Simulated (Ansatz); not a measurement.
A nudged elastic band was laid between two geometries of C$_{2}$H$_{4}$FN (8 atoms, charge 0, multiplicity 1).

The calculation used RKS PBE0-D4/def2-SVP in Ansatz.

```yaml
movable_images: 7
climbing_image: yes
spring: 5.0 eV/Å²
optimiser: quadratic models (default)
start_path: IDPP
force_threshold: 0.05 eV/Å
iteration_limit: 60
end_points: relaxed
```

First end point:

```xyz
8
Properties=species:S:1:pos:R:3
C -0.011 0.934 -0.452
N 0.731 -0.256 -0.133
C 0.217 -1.199 0.496
F -1.048 -1.231 0.943
H -0.008 1.073 -1.545
H -1.054 0.938 -0.095
H 0.514 1.805 -0.029
H 0.751 -2.121 0.759
```

Last end point:

```xyz
8
Properties=species:S:1:pos:R:3
C -0.157 1.019 -0.055
N 0.456 -0.095 0.618
C 0.324 -1.261 0.205
F -0.379 -1.622 -0.879
H -0.742 0.753 -0.951
H -0.813 1.547 0.655
H 0.628 1.737 -0.342
H 0.776 -2.135 0.691
```

Problem. Which bonds break or form, and what moves?

Solution. No bond is made or broken. The dihedral H6–C1–N2–C3 goes from 0 to 122°. The two ends are copies of one structure, up to a mirror image or an exchange of like atoms.

Problem. What energy profile does the band end with?

Solution. The run converged. The highest image is number 4 of 0 to 8, 0.036 eV above the ends, which have the same energy within 2 meV. A vibrational analysis at the climbing image gives one clearly imaginary mode, 131i cm⁻¹: a first-order saddle point.

```tsv
image	path coordinate (Å)	energy (eV)	dihedral H6–C1–N2–C3 (°)
0	0.00	0.000	0
1	0.33	0.005	15
2	0.65	0.017	30
3	0.98	0.030	45
4	1.31	0.036	60
5	1.63	0.030	76
6	1.96	0.017	91
7	2.29	0.005	107
8	2.61	0.000	122
```

Problem. What is the geometry of the highest image?

Solution. 
```xyz
8
Properties=species:S:1:pos:R:3
C -0.011 1.013 -0.212
N 0.743 -0.107 0.300
C 0.242 -1.246 0.322
F -0.994 -1.542 -0.108
H -0.302 0.862 -1.265
H -0.940 1.175 0.360
H 0.595 1.926 -0.149
H 0.758 -2.138 0.696
```

Problem. What are the harmonic wavenumbers there?

Solution. 131i, 241, 493, 742, 935, 1013, 1109, 1117, 1160, 1374, 1417, 1461, 1478, 1854, 3041, 3123, 3166, 3211 cm⁻¹.

Run time: 100 s on 1 thread of Arm Neoverse V1 (shared host), peak memory 0.24 GiB.
